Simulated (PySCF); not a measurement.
Variants of one PySCF input: LiMg

Base input, run as `OMP_NUM_THREADS=1 python input.py` with PySCF 2.14:

```python
from pyscf import gto, scf, mp

mol = gto.M(
    atom='Li 0 0 0; Mg 0 0 3.036',
    basis='def2-tzvpp',
    charge=0,
    spin=1,
    symmetry=True,
    verbose=4,
)
mf = scf.UHF(mol)
mf.kernel()
mp.MP2(mf, frozen=1).kernel()
mf.dip_moment()
print('orbital energies (hartree):', [e[max(0, n-3):n+3].round(4) for e, n in zip(mf.mo_energy, mol.nelec)])
```

Base result: E(SCF) = -207.038338 Eh, 14 cycles, E(MP2) − E(SCF) = -0.21810 Eh, ⟨S²⟩ = 0.857, μz(SCF) = -0.15 D. The bond length is a typed value, not an optimised one. No search for the lowest solution was made.

It ran on Arm Neoverse V1 (1 thread, shared host) in 1.1 s, peak memory 0.12 GiB.

Each row names what differs from the base; energies in brackets are changes from the base.

```tsv
change	result
step after the SCF: mp2 → casci; SCF type: UHF → ROHF; active space: default → 7 electrons in 6 orbitals	stops with PointGroupSymmetryError (Incomplete 2D-irrep orbitals for cylindrical symmetry.) after the SCF
cycle limit: 50 → 8	not converged: SCF after 8 cycles
basis set: def2-tzvpp → ano-rcc-vdzp; spin-free X2C: off → on	E(SCF) = -207.351606 Eh, 14 cycles, E(MP2) − E(SCF) = -0.21251 Eh, ⟨S²⟩ = 0.856, μz(SCF) = 0.24 D
length unit: angstrom → bohr [unsound on purpose]	E(SCF) = -206.873583 Eh (+4.4832 eV), 13 cycles, E(MP2) − E(SCF) = -0.22817 Eh, ⟨S²⟩ = 0.804, μz(SCF) = 1.93 D
geometry: bond 3.036 → bond 2.945	E(SCF) = -207.037476 Eh (+0.0234 eV), 12 cycles, E(MP2) − E(SCF) = -0.21838 Eh, ⟨S²⟩ = 0.856, μz(SCF) = -0.25 D
geometry: bond 3.036 → bond 2.429	E(SCF) = -207.021265 Eh (+0.4646 eV), 14 cycles, E(MP2) − E(SCF) = -0.22099 Eh, ⟨S²⟩ = 0.840, μz(SCF) = -0.57 D
smearing width (hartree): none → 0.2; step after the SCF: mp2 → none [unsound on purpose] [smearing does not keep the typed spin]	E(SCF) = -206.243409 Eh (+21.6311 eV), 11 cycles, μz(SCF) = 1.31 D
PCM solvent, dielectric constant: none → 2.27; step after the SCF: mp2 → analyze	E(SCF) = -207.039715 Eh (-0.0375 eV), 15 cycles, ⟨S²⟩ = 0.872, μz(SCF) = 0.39 D
electric field along z (a.u.): none → 0.001; point-group symmetry: on → off	E(SCF) = -207.038516 Eh (-0.0048 eV), 12 cycles, E(MP2) − E(SCF) = -0.21778 Eh, ⟨S²⟩ = 0.865, μz(SCF) = 1.04 D
electric field along z (a.u.): none → 0.005; point-group symmetry: on → off	E(SCF) = -207.043494 Eh (-0.1403 eV), 13 cycles, E(MP2) − E(SCF) = -0.21678 Eh, ⟨S²⟩ = 0.877, μz(SCF) = 5.05 D
basis set: def2-tzvpp → x2c-svpall; spin-free X2C: off → on	E(SCF) = -207.261801 Eh, 13 cycles, E(MP2) − E(SCF) = -0.02967 Eh, ⟨S²⟩ = 0.856, μz(SCF) = -0.36 D
basis set: def2-tzvpp → pcseg-2	E(SCF) = -207.033608 Eh (+0.1287 eV), 13 cycles, E(MP2) − E(SCF) = -0.04872 Eh, ⟨S²⟩ = 0.854, μz(SCF) = -0.01 D
frozen orbitals: 1 → 15 [unsound on purpose]	stops with ValueError (negative dimensions are not allowed) after the SCF
basis set: def2-tzvpp → cc-pcvdz	E(SCF) = -207.040077 Eh (-0.0473 eV), 14 cycles, E(MP2) − E(SCF) = -0.21852 Eh, ⟨S²⟩ = 0.859, μz(SCF) = 0.00 D
step after the SCF: mp2 → cisd	E(SCF) = -207.038338 Eh (+0.0000 eV), 14 cycles, E(CISD) − E(SCF) = -0.22623 Eh, ⟨S²⟩ = 0.857, μz(SCF) = -0.15 D
functional: none (Hartree–Fock) → wb97; SCF type: UHF → UKS; step after the SCF: mp2 → analyze	E(SCF) = -207.529287 Eh, 13 cycles, ⟨S²⟩ = 0.772, μz(SCF) = -1.22 D
geometry: bond 3.036 → bond 0.1 [unsound on purpose]	not converged: SCF after 50 cycles
damping: none → 0.8	E(SCF) = -207.038338 Eh (+0.0000 eV), 19 cycles, E(MP2) − E(SCF) = -0.21810 Eh, ⟨S²⟩ = 0.857, μz(SCF) = -0.15 D
step after the SCF: mp2 → nevpt2; SCF type: UHF → ROHF; active space: default → 7 electrons in 8 orbitals	stops with PointGroupSymmetryError (Incomplete 2D-irrep orbitals for cylindrical symmetry.) after the SCF
```

Question: Order these changes by how far they move the SCF energy from the base, largest first: (1) PCM solvent, dielectric constant: none → 2.27; step after the SCF: mp2 → analyze; (2) electric field along z (a.u.): none → 0.005; point-group symmetry: on → off; (3) geometry: bond 3.036 → bond 2.429; (4) geometry: bond 3.036 → bond 2.945.

Answer: (3) +0.4646 eV, (2) -0.1403 eV, (1) -0.0375 eV, (4) +0.0234 eV.
